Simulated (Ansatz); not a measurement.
**A basis-limit estimate, worked out**

The pair of CH4 (SMILES C, atoms 1–5) and CH3Cl (SMILES CCl, atoms 6–10), both closed shells, in one local arrangement (a lower one may exist), relaxed at PBE0-D4/def2-TZVP:

```
10
angstrom
C -0.0295 -0.1367 -1.9168
H -0.8102 0.1816 -1.2264
H 0.8311 0.5268 -1.8291
H -0.4095 -0.0980 -2.9373
H 0.2715 -1.1584 -1.6845
C 0.1684 0.0924 1.9368
Cl -1.5081 0.6293 1.7194
H 0.6021 -0.0905 0.9565
H 0.1659 -0.8214 2.5264
H 0.7184 0.8747 2.4547
```

Both fragments are computed in the basis of the whole pair.

Program: Ansatz 0.2.0. Basis: def2-TZVPPD and def2-QZVPPD. Cores are frozen in the correlated methods.

Energies in eV:

| quantity | pair | first fragment | second fragment |
| --- | --- | --- | --- |
| Hartree–Fock, triple zeta (X = 3) | -14676.61020 | -1094.28995 | -13582.34116 |
| Hartree–Fock, quadruple zeta (X = 4) | -14677.05747 | -1094.35011 | -13582.72811 |
| MP2 correlation, X = 3 | -15.68068 | -5.40128 | -10.22025 |
| MP2 correlation, X = 4 | -16.79039 | -5.71010 | -11.01709 |
| CCSD(T) correlation, X = 3 | -17.67922 | -6.12646 | -11.49511 |

Question: Work out the interaction energy at the basis limit: extrapolate Hartree–Fock as E(X) = E∞ + A exp(−7.88 √X) and the MP2 correlation as E(X) = E∞ + B X^−2.97 (the exponents that Neese and Valeev fitted for def2-TZVPP and QZVPP, reused here for the diffuse sets), then add CCSD(T) − MP2 in triple zeta.

Answer: Each step is linear, so take the differences first (pair − first fragment − second fragment): Hartree–Fock 0.02091 (X = 3) and 0.02075 (X = 4); MP2 correlation -0.05915 and -0.06320; CCSD(T) correlation -0.05765.
Two points give E∞ = E(4) + w [E(4) − E(3)], with w = 1/(exp(7.88 (2 − √3)) − 1) = 0.1377 for Hartree–Fock and w = 1/((4/3)^2.97 − 1) = 0.7407 for the correlation.
Hartree–Fock: 0.02075 + 0.1377 × (-0.00016) = 0.0207 eV.
MP2 correlation: -0.06320 + 0.7407 × (-0.00405) = -0.0662 eV.
CCSD(T) − MP2: -0.05765 − (-0.05915) = 0.0015 eV.
Sum: 0.0207 + (-0.0662) + 0.0015 = -0.0440 eV, or -1.01 kcal/mol. Plain CCSD(T) in triple zeta gives -0.0367 eV, so the larger basis shifts the result by -0.0073 eV.

T1 diagnostic: at most 0.008.

For scale, one of the runs: CCSD(T)/def2-TZVPPD, 244 basis functions, launched by `ansatz run in.yaml --threads 4 --pin off --events-out ev --progress --plain --max-ram 9574MiB`. Hardware: 4 CPU threads of an Intel Xeon Platinum 8488C, shared host. Wall time 49 s; peak host memory 4.8 GiB.
